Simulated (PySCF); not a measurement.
# Bond curve of MgB

Set-up: PySCF, spin-free X2C with a Gaussian nucleus, basis sets Mg jorge-DZP-DKH, B jorge-DZP-DKH. Energies in eV from Mg + B in their ground configurations at the same level. All curves are PBE0. state 1: Ms = 0.5 determinant of mixed spin (⟨S²⟩ near 1.1), unpaired electrons π ↑; state 2: ²Σ⁺ (doublet), unpaired electrons σ ↑, a second solution, started from another occupation; state 3: quartet, unpaired electrons σ ↑, π ↑↑, a second solution, started from another occupation; state 4: ⁴Π (quartet), unpaired electrons σ ↑↑, π ↑, a second solution, started from another occupation.

```tsv
R (Å)	state 1	state 2	state 3	state 4
2.067	-0.3434	0.7100	0.0647	0.2872
2.164	-0.5180	0.3768	0.0734	0.1576
2.260	-0.6105	0.1481	0.1489	0.1171
2.332	-0.6416	0.0282	0.2358	0.1295
2.404	-0.6492	-0.0580	0.3404	0.1691
2.476	-0.6399	-0.1178	0.4574	0.2294
2.572	-0.6098	-0.1667	0.6253	0.3330
2.692	-0.5562	-0.1931	0.8436	0.4863
2.837	-0.4831	-0.1940	1.1049	0.6879
3.029	-0.3872	-0.1709	1.4339	0.9618
```

Problem. Put a parabola through the three lowest points of the state 1 curve and estimate Re, k and ωe (reduced mass 7.546 u; 1 eV/Å² = 0.16022 mdyn/Å; ωe = 1302.8·√(k/μ) cm⁻¹).

Solution. Through R = 2.332, 2.404, 2.476 Å the second-order coefficient is 1.63 eV/Å², so Re ≈ 2.400 Å, k ≈ 0.522 mdyn/Å and ωe ≈ 343 cm⁻¹. A polynomial fit of higher order to the unrounded PBE0 energies gives Re = 2.396 Å, k = 0.538 mdyn/Å, ωe = 348 cm⁻¹; anharmonicity and rounding make the difference.

The higher-order fit for each curve: state 1: Re = 2.396 Å, ωe = 348 cm⁻¹, De = 0.65 eV; state 2: Re = 2.766 Å, ωe = 204 cm⁻¹, minimum 0.197 eV below the ground-state fragments; state 4: Re = 2.268 Å, ωe = 488 cm⁻¹, minimum 0.117 eV above the ground-state fragments. State 3 gave no clean fit.

The state is the lowest determinant that a PBE0 search found; another state may lie lower at other levels.
